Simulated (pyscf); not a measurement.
Single points on ωB97X-D3(BJ)/def2-SVP structures (PySCF, gas phase).

Problem. CH₄ (SMILES C) + Cl–Si(Cl)(Cl)–Cl (SMILES Cl[Si](Cl)(Cl)Cl) -> H₃C–Si(Cl)(Cl)–Cl (SMILES C[Si](Cl)(Cl)Cl) + HCl (SMILES Cl)
Surface: singlet. Broken: C–H, Cl–Si. Formed: C–Si, Cl–H. Give ΔE‡ and ΔE from ωB97M-D3(BJ)/def2-TZVP, relative to the separated reactants.

Solution. ΔE‡ = 295.6 kJ/mol, ΔE = +78.3 kJ/mol. Zero-point energy shifts the barrier by -6.1 kJ/mol. It is a four-centre exchange, with an imaginary mode of 788i cm⁻¹. One saddle was located; it need not be the lowest between these sides.
